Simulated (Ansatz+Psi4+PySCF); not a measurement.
A calculation with PySCF 2.14.0.

```python
from pyscf import gto, scf, mp

mol = gto.M(atom="""
N 0.000000 0.000000 0.155910
H 0.000000 0.000000 -1.091400
""", basis='cc-pvtz', charge=0, spin=2)
mf = scf.UHF(mol)
mf.kernel()
pt = mp.MP2(mf, frozen=1).run()
print(mf.e_tot, pt.e_corr, pt.e_tot)
```

The script is written out from the run's settings.

Results

```json
{
 "Converged": "yes",
 "Reference energy": "-54.95607 hartree",
 "Correlation energy": "-0.13909 hartree",
 "Total energy": "-55.09516 hartree",
 "Spin squared of the determinant": "2.042"
}
```

Messages of the program:
```
WARN: HOMO -0.183243479115451 >= LUMO -0.183243479115453
WARN: HOMO -0.183243479115451 >= LUMO -0.183243479115453
```
